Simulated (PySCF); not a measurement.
Molfile (atoms numbered from 1):
```
C2H2ClN3
     RDKit          3D

  8  8  0  0  0  0  0  0  0  0999 V2000
    0.7420    2.1088    0.7932 Cl  0  0  0  0  0  0  0  0  0  0  0  0
    0.2455    0.6065    0.1799 C   0  0  0  0  0  0  0  0  0  0  0  0
    0.5377   -0.0784   -0.9791 C   0  0  0  0  0  0  0  0  0  0  0  0
   -0.1481   -1.2468   -0.9499 N   0  0  0  0  0  0  0  0  0  0  0  0
   -0.8345   -1.3244    0.1395 N   0  0  0  0  0  0  0  0  0  0  0  0
   -0.6088   -0.2118    0.8350 N   0  0  0  0  0  0  0  0  0  0  0  0
    1.1864    0.2077   -1.8025 H   0  0  0  0  0  0  0  0  0  0  0  0
   -1.0528   -0.0631    1.7342 H   0  0  0  0  0  0  0  0  0  0  0  0
  1  2  1  0
  2  3  2  0
  3  4  1  0
  4  5  2  0
  5  6  1  0
  6  2  1  0
  3  7  1  0
  6  8  1  0
M  END
```

Geometry: PBE0-D3(BJ)/def2-SVP; GIAO absolute shieldings from PySCF 2.14.0 with density-fitted response routines, gas phase, non-relativistic, averaged over equivalent atoms.

At PBE0/pcSseg-1 (119 basis functions, 10 s wall time on 1 thread of an AMD EPYC 7R43 64-Core, shared host):
```
atoms  σ (ppm)
  Cl1    813.7
   C3     50.5
   C2     51.7
   N5   -135.4
   N4   -135.2
   N6     11.3
   H8    20.91
   H7    23.70
```

What do these become at KT2/pcSseg-2?

Answers


```csv
atoms,σ at KT2/pcSseg-2,change
Cl1,798.5,-15.2
C3,55.2,+4.7
C2,56.4,+4.7
N5,-113.0,+22.4
N4,-112.5,+22.7
N6,16.8,+5.5
H8,20.66,-0.25
H7,23.80,+0.10
```

The largest change is at N4 (pyridine-type nitrogen of an azole). Cost: 251 basis functions, 35 s wall time on 1 thread of an AMD EPYC 7R43 64-Core, shared host.

Carbons that carry Cl, above all several Cl atoms, come out too deshielded, partly because spin–orbit coupling is missing.
